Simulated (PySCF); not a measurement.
P2H4.
Numbering: `[PH2:1][PH2:2]` (hydrogens: H3, H4 on P1; H5, H6 on P2)

A linear-response calculation (PySCF, def2-SVPD basis, gas phase, vertical, core orbitals frozen in the response) gave these numbers; the functional is withheld.

Orbital energies (eV): HOMO-3 -12.11, HOMO-2 -11.45, HOMO-1 -11.16, HOMO -8.69, LUMO 1.42, LUMO+1 1.92, LUMO+2 2.24.

```json
{"state": "S1", "E (eV)": "5.77", "f": "0.223", "main configurations (H = HOMO, L = LUMO)": "H→L (94%)"}
{"state": "S2", "E (eV)": "6.08", "f": "0.0000", "main configurations (H = HOMO, L = LUMO)": "H→L+1 (98%)"}
{"state": "S3", "E (eV)": "6.40", "f": "0.0000", "main configurations (H = HOMO, L = LUMO)": "H→L+2 (98%)"}
{"state": "S4", "E (eV)": "6.44", "f": "0.027", "main configurations (H = HOMO, L = LUMO)": "H→L+3 (97%)"}
{"state": "S5", "E (eV)": "7.70", "f": "0.096", "main configurations (H = HOMO, L = LUMO)": "H→L+4 (80%), H-1→L+1 (12%)"}
{"state": "S6", "E (eV)": "7.75", "f": "0.0000", "main configurations (H = HOMO, L = LUMO)": "H-1→L (83%), H→L+5 (11%)"}
```

Triplets, Tamm–Dancoff:

| state | E (eV) | λ (nm) | main configurations (H = HOMO, L = LUMO) |
| --- | --- | --- | --- |
| T1 | 4.55 | 272.6 | H→L (94%) |
| T2 | 5.46 | 226.9 | H→L+2 (91%) |
| T3 | 5.71 | 217.3 | H→L+1 (90%) |
| T4 | 5.78 | 214.4 | H→L+3 (86%), H-1→L+2 (11%) |

Vertical ionisation energy by ΔSCF with the same functional: 9.15 eV. Mean static polarisability: 56.8 au.

Task: Which of these was used?
A. HF
B. PBE
C. wB97X-D
D. PBE0

Result: C. wB97X-D is range-separated, 22% exact exchange at short range and 100% at long range (ω = 0.2 bohr⁻¹). In this run −ε(HOMO) = 8.69 eV differs from the ΔSCF value by -0.45 eV, and S1 differs from the orbital gap of 10.11 eV by -4.34 eV. The ratio −ε(HOMO)/IP is 0.95. Usual ranges for neutral molecules in this basis: 0.89 to 0.99 with wB97X-D, 0.5 to 0.7 with PBE, 0.7 to 0.83 with PBE0; with Hartree–Fock the ratio is 1 or more (Koopmans' value less the relaxation energy is the ΔSCF value). The other options: PBE, a GGA without exact exchange; HF, time-dependent Hartree–Fock, 100% exact exchange; PBE0, a global hybrid with 25% exact exchange.

Computed, not measured: TDDFT wB97X-D/def2-SVPD, vertical, gas phase, core orbitals frozen in the response (PySCF 2.14.0, density-fitted response routines). Geometry: PBE0-D3(BJ)/def2-SVP, one conformer, isolated molecule.

Shape of the structure used: `[PH2:1][PH2:2]`: H–P1–P2–H 180°, H–P1–P2–H 87°.
